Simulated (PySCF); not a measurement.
# C5H8: the cost of one run

Computed with PySCF 2.14.0, with density-fitted response routines of our own, on a single molecule in the gas phase. Atoms are numbered from 0 throughout.

## 1. Starting geometry

13 atoms, charge 0, multiplicity 1; geometry from: GFN2-xTB.

Bonds of the start (Å): C0–C1 1.32, C1–C2 1.50, C2–C3 1.54, C3–C4 1.54, C4–C0 1.50, C0–H5 1.08, C1–H6 1.08, C2–H7 1.09, C2–H8 1.09, C3–H9 1.09, C3–H10 1.09, C4–H11 1.09, C4–H12 1.09.

## 2. Geometry optimisation at PBE0-D3(BJ)/def2-SVP

Job settings and geometry (Å):

```
{"job": {"xc": "PBE0", "basis": "def2-SVP", "d3": "d3bj", "grid": 1, "kind": "geom"}, "charge": 0, "multiplicity": 1}
C      0.907830    -0.801620     0.244970
C      1.118750     0.499590     0.159940
C     -0.122670     1.246490    -0.227950
C     -1.234990     0.195850    -0.070330
C     -0.513220    -1.162920    -0.070510
H      1.639510    -1.554180     0.483700
H      2.054760     1.007640     0.316300
H     -0.289510     2.124170     0.398020
H     -0.039180     1.591240    -1.262960
H     -1.738750     0.341920     0.886010
H     -1.982810     0.264530    -0.858530
H     -0.563710    -1.644760    -1.051500
H     -0.934790    -1.856700     0.658150
```

**Question.** How long does this first job take on 4 threads of Arm Neoverse V2, shared host?

About 15 s.
